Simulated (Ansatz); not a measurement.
in.yaml

```yaml
crystal:
  periodic: [false, false, false]
  atoms:
    - {symbol: As, position_ang: [0.000000, -0.028671, 0.000000]}
    - {symbol: H, position_ang: [0.000000, 1.065571, -1.064089]}
    - {symbol: H, position_ang: [0.000000, 1.065557, 1.064103]}
basis:
  gaussian: {orbitals: STO-3G}
magnetization: {spin_polarized: false, initial_magnetization: 1}
correlation: {active_space: {ras: {orbitals: [8, 1, 2], electrons: 17, max_holes: 4, max_particles: 4}, fixed_orbitals: true}}
```

```sh
$ ansatz run in.yaml --threads 1 --pin off --events-out ev --progress --plain --max-ram 2393MiB
```

(1) Roughly how long does this take on 1 thread of Intel Xeon, shared host, and how much host memory?

```
200 factors; integrals over basis functions are off by at most 7.1e-6 eV
mean field evaluation 1: about -60148.1581 eV, gradient 4.1e0 eV
mean field evaluation 2: about -60148.1589 eV, gradient 4.1e0 eV
mean field evaluation 4: about -60148.2367 eV, gradient 1.4e-1 eV
mean field evaluation 8: about -60148.2368 eV, gradient 3.0e-6 eV
mean field -60148.23681289 eV, -2210.4069329345 hartree, gradient 3.0e-6 eV, S^2 0.750000; 0 other end points of the search recorded, 0 dependent functions left out
reference -60148.23681289 eV, -2210.4069329345 hartree; 18, 17 occupied and 2, 3 virtual orbitals, 200 factors
state -60149.43549098 eV, -2210.4509835420 hartree
Total energy: -60149.43549098 eV, -2210.4509835420 hartree
```

Natural occupations: 2.0000 2.0000 2.0000 2.0000 1.9999 1.9941 1.9691 1.9614 1.0000 0.0432 0.0324.

## Answers

(1) 0.68 s wall and 0.18 GiB.
